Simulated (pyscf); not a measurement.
Structures and frequencies: ωB97X-D3(BJ)/def2-SVP in PySCF.

Q: Estimate the classical barrier height and the reaction energy of `[BrH]` + `[SiH2][Br]` [doublet] → `[Br][SiH2][Br]` + `[H]` [doublet] at ωB97M-D3(BJ)/def2-TZVP. The step runs on the doublet surface, breaks Br–H and forms Br–Si; take the separated reactants as zero.

A: ΔE‡ = 0.46 eV, ΔE = -0.18 eV. Zero-point energy shifts the barrier by -0.05 eV. It is an atom transfer, with an imaginary mode of 459i cm⁻¹. This is the saddle that the search found; another between the same sides may lie lower. The angle at the transferred Br is 172°. Elements up to Kr have no core potential and no relativistic terms here.
